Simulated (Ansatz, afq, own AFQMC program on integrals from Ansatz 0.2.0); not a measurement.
## BS, doublet → BS, quartet

```json
{"atom": "B", "x (Å)": "0.0000", "y (Å)": "0.0000", "z (Å)": "0.0000"}
{"atom": "S", "x (Å)": "0.0000", "y (Å)": "0.0000", "z (Å)": "1.6077"}
```

E(quartet, charge +0) − E(doublet, charge +0) at this geometry, on UHF and UHF determinants.

Basis 6-31G. Only valence electrons are correlated. Integrals, coupled cluster, full CI and functionals: Ansatz 0.2.0; the random walks run on the same integrals in our own AFQMC program. The CISD trial takes its coefficients from CCSD amplitudes. Released means that phaseless walkers are propagated on without the constraint, phases kept. Error bars are statistical, one sigma. The errors of all members are added in quadrature.

Full CI on the same integrals is exact in this basis and with this determinant's frozen core.

Errors are counted within 6-31G, not against nature.

Cautions: BS (doublet): unrestricted determinant spin contaminated (⟨S²⟩ 0.88 against 0.75), the ph-AFQMC/CISD walk drifts between its halves (2.5 errors); BS (quartet): another spin lies lower, strong correlation (T1 0.022, weight of the determinant 0.83, largest double 0.36), (T) is large, 7 % of the CCSD correlation, the CCSDT(Q) amplitudes may be one of several solutions (largest double 0.96), the CCSDTQ amplitudes may be one of several solutions (largest double 0.98), the determinant fills πx and πy unequally, so it mixes two states of the linear molecule, and each level undoes that mixture to a different degree, while full CI gives the lower state; core correlation is missing, and it shifts such a gap most where an s electron is promoted.

Reference (full CI): 4.228 eV.

```json
{"level": "HF", "vertical spin gap (eV)": "3.309", "error against FCI (eV)": "-0.919"}
{"level": "MP2", "vertical spin gap (eV)": "4.480", "error against FCI (eV)": "0.252"}
{"level": "CCSD", "vertical spin gap (eV)": "4.343", "error against FCI (eV)": "0.115"}
{"level": "CCSD(T)", "vertical spin gap (eV)": "4.353", "error against FCI (eV)": "0.125"}
{"level": "CCSDT", "vertical spin gap (eV)": "4.240", "error against FCI (eV)": "0.012"}
{"level": "CCSDT(Q)", "vertical spin gap (eV)": "4.229", "error against FCI (eV)": "0.001"}
{"level": "CCSDTQ", "vertical spin gap (eV)": "4.230", "error against FCI (eV)": "0.001"}
{"level": "ph-AFQMC/HF", "vertical spin gap (eV)": "4.528 ± 0.028", "error against FCI (eV)": "0.299 ± 0.028"}
```

Correlation beyond CCSD(T) takes off 0.125 eV. The perturbative (T) step is worth +0.010 eV. Where a determinant mixes two states, these steps and errors hold in part the undoing of that mixture, and only full CI is sure.

CCSDT and higher add their correlation energy to the determinant of the CCSD(T) run, since their own runs factorise the integrals more tightly (a shift of under 2 meV).
